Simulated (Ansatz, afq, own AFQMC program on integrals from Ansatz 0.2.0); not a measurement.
# Hf⁺, doublet in def2-SVP, levels against full CI

A free Hf cation.

Basis def2-SVP with its core potentials. Noble-gas cores (and the filled d shells of Ga–Kr and In–Xe) are frozen. Integrals, coupled cluster, full CI and functionals: Ansatz 0.2.0; the random walks run on the same integrals in our own AFQMC program. The CISD trial takes its coefficients from CCSD amplitudes. Released means that phaseless walkers are propagated on without the constraint, phases kept. ± is one standard error of the sampling. No spin–orbit coupling. The metal's outer-core s and p shells are frozen, which shifts wave-function levels against functionals.

Determinant: UHF, the one that the program's search chose, which needn't be the lowest solution.

Full CI on the same integrals is exact in this basis and with this determinant's frozen core.

Cautions: no spin-orbit coupling; outer-core shells of the metal frozen; strong correlation (T1 0.096, weight of the determinant 0.87, largest double 0.15); unrestricted determinant spin contaminated (⟨S²⟩ 1.42 against 0.75); the released energies have errors that jump between times, so the bars are unsure, so no released level is given (meV from the phaseless value at times in 1/Eh: -27 ± 25 at 0.60, -2.6 ± 0.9 at 1.20, -4.9 ± 0.8 at 2.00, -5.6 ± 1.3 at 3.00, -7.3 ± 1.2 at 4.20).

```
T1 diagnostic                               : 0.0959
weight of the determinant in the CISD state : 0.865
⟨S²⟩ of the determinant                     : 1.416
size of the correlated space                : 3 electrons in 28 orbitals
```

```
  level  correlation energy (eV)
    MP2                  -0.4134
   CCSD                  -0.7045
CCSD(T)                  -0.7245
```

Problem. Estimate where phaseless AFQMC with the Hartree–Fock trial lies against CCSD(T) on the same integrals.

Solution. 2.73 ± 0.31 mEh above CCSD(T).

Reference: full CI, correlation energy -0.742 eV. The cautions show a poor starting determinant, so the rows tell how each method copes with it here, and full CI is the sure value.

```csv
level,E − E(reference) (mEh),share of correlation (%)
CCSD(T),0.64,97.66
ph-AFQMC/HF,3.37 ± 0.31,87.65
ph-AFQMC/CISD,0.50 ± 0.04,98.17
```

A walk keeps the symmetry of its determinant, which the program's search chose and which needn't be the lowest solution, so a lower state of the same spin and another symmetry isn't excluded.
